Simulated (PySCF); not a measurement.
# Continuum solvent and chemical shifts

Molfile (atoms numbered from 1):
```
CH6BP
     RDKit          3D

  9  8  0  0  0  0  0  0  0  0999 V2000
   -1.1419    0.3111    0.1210 C   0  0  0  0  0  0  0  0  0  0  0  0
    0.1429   -0.5530   -0.0850 B   0  0  0  0  0  0  0  0  0  0  0  0
    1.8667    0.0026    0.4235 P   0  0  0  0  0  0  0  0  0  0  0  0
   -1.9270   -0.2556    0.6492 H   0  0  0  0  0  0  0  0  0  0  0  0
   -0.9949    1.2813    0.6167 H   0  0  0  0  0  0  0  0  0  0  0  0
   -1.5573    0.5045   -0.8868 H   0  0  0  0  0  0  0  0  0  0  0  0
    0.0460   -1.6934   -0.4839 H   0  0  0  0  0  0  0  0  0  0  0  0
    2.6894   -0.5084   -0.6143 H   0  0  0  0  0  0  0  0  0  0  0  0
    1.8825    1.3812    0.0777 H   0  0  0  0  0  0  0  0  0  0  0  0
  1  2  1  0
  2  3  1  0
  1  4  1  0
  1  5  1  0
  1  6  1  0
  2  7  1  0
  3  8  1  0
  3  9  1  0
M  END
```

GIAO PBE0/pcSseg-1 in PySCF on one PBE0-D3(BJ)/def2-SVP conformer, non-relativistic, equivalent nuclei averaged. Solvents enter as an IEF-PCM continuum (chloroform with ε = 4.7, acetonitrile with ε = 35.7) around the gas-phase geometry. Shifts are referred to TMS, BF3·OEt2 computed in the same medium.

Gas phase, δ in ppm: C1 16.7, B2 92.3, H7 8.41, H8/H9 3.36, H4/H5/H6 1.34. Dipole moment 1.15 D.

Task: How does each δ change in the continuum?

Result: 
```json
{"atoms": "C1", "environment": "methyl carbon bonded to B", "Δδ, chloroform": "+0.7", "Δδ, acetonitrile": "+0.9"}
{"atoms": "B2", "environment": "boron bonded to C, P, H", "Δδ, chloroform": "+0.9", "Δδ, acetonitrile": "+1.2"}
{"atoms": "H7", "environment": "hydrogen on a boron bonded to C, P", "Δδ, chloroform": "-0.05", "Δδ, acetonitrile": "-0.07"}
{"atoms": "H8/H9", "environment": "hydrogen on a phosphorus bonded to B", "Δδ, chloroform": "+0.12", "Δδ, acetonitrile": "+0.18"}
{"atoms": "H4/H5/H6", "environment": "hydrogen on a methyl carbon bonded to B", "Δδ, chloroform": "+0.05", "Δδ, acetonitrile": "+0.07"}
```

Changes are relative to the gas phase. The dipole moment becomes 1.41 D in chloroform, 1.52 D in acetonitrile.

Task: Which nuclei move most (in ppm), and what does the model miss?

Result: B2 (boron bonded to C, P, H, +1.2 ppm) in acetonitrile. A continuum only polarises the solute; specific hydrogen bonds, the anisotropy of aromatic solvents and changes of geometry or conformer are outside it.
